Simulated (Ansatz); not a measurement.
Species: CH3O, charge -1, singlet. CH3O- (SMILES [CH2-]O).
B3LYP-D3(BJ)/def2-TZVP minimum from Ansatz (a first-principles code):
```xyz
5

C     -0.1665     0.7756     0.0111
O     -0.0916    -0.7333    -0.0101
H      0.8381    -1.0042    -0.0154
H      0.4482     1.0964     0.8901
H      0.4454     1.1210    -0.8605
```
Charge -1, spin multiplicity 1.

Total energies in aug-cc-pVDZ, 14 correlated electrons, 2 frozen orbitals. UHF or UKS for unpaired electrons; spin-orbit terms are left out. Correlated methods leave the cores frozen. No relativity.

```tsv
method	program	energy (Eh)	minus CCSDT(Q) (mEh)
HF	Ansatz	-114.37063	412.39
MP2	Ansatz	-114.74911	33.90
CCSD	Ansatz	-114.76774	15.27
CCSD(T)	Ansatz	-114.78132	1.69
CCSDT(Q)	Ansatz	-114.78301	0.00
```

Rough core times of Ansatz's runs on a shared machine: CCSD(T) under 20 s, CCSDT(Q) 4 min.
